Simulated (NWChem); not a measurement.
# Polarisability of nitrogen (N₂)

```
N
N 1 1.1004
```
Charge 0, spin multiplicity 1.

The numbers come from NWChem runs, not from measurements. Structure: optimised with B3LYP/def2-SVP, a minimum by its harmonic frequencies.

Basis set: aug-cc-pVDZ. The field's frequency is 0.0428 Ha (1065 nm).

```csv
method,isotropic polarisability (bohr³),difference from CCSD linear response
CCSD linear response,11.65,0.00
HF,11.38,-0.27
PBE,12.09,+0.44
LDA (SVWN5),12.13,+0.48
B3LYP,11.85,+0.20
```

The values span 0.75 bohr³, from HF (lowest) to LDA (SVWN5) (highest). 

The correlated methods keep 2 core orbitals frozen. B3LYP has NWChem's definition, with VWN1-RPA local correlation. Coupled-cluster values serve here as a point of comparison, not as the truth.
